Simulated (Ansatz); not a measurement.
# MgSi (triplet): wave-function methods side by side, def2-TZVPP

The task here is to estimate one member of a computed series from the others.

Program: Ansatz 0.2.0, Gaussian basis. Level of theory: def2-TZVPP, core rule «outside noble gas», up to 10 orbitals frozen. These are calculated values, not measurements.

The runs, in order: UHF; ROHF; CCSD(T) on UHF.

2 further runs of the same task are left out: 2 set aside as unsound or not needed.

### The system

The geometry is a PBE0/def2-TZVP stationary point (not a proven minimum) of the parent state, kept for this charge and spin.

2 atoms, charge 0, spin multiplicity 3.

Atoms are counted from 1 here; the program's logs count them from 0.

Bond lengths: Si1–Mg2 2.532 Å.

The first run:

File in.yaml:

```yaml
crystal:
  periodic: [false, false, false]
  atoms:
    - {symbol: Si, position_ang: [0.000000, 0.000000, 0.000000]}
    - {symbol: Mg, position_ang: [0.000000, 0.000000, 2.532400]}
basis:
  gaussian: {orbitals: def2-TZVPP}
magnetization: {spin_polarized: true, initial_magnetization: 2}
hamiltonian: {xc: hf}
output: {orbitals: {seedname: orbitals}}
```

Launch:

```
$ ansatz run in.yaml --threads 1 --pin off --events-out ev --progress --plain --max-ram 3968MiB --backend cpu
```

Among the steps run: UHF; ROHF; CCSD(T) on UHF.

One of the session's tables, all rows but one given; the rest of the session is left out.

It belongs to the step «Misses and costs». 

| method | from UCCSD(T) (kcal/mol) |
| --- | --- |
| ROHF | +88.54 |
| UHF | +73.61 |
| UMP2 | +20.63 |
| UCCSD | ? |
| UCCSD(T) | 0 |

**Question.** Estimate the row for UCCSD.

**Answer.** from UCCSD(T) (kcal/mol): +4.61. In the column «from UCCSD(T) (kcal/mol)» it lies between UCCSD(T) (0) and UMP2 (+20.63).

Caveats from the session: The determinant is far from a pure spin state, so its energy mixes those of several spin states (harmless only where they are near-degenerate, as at dissociation).
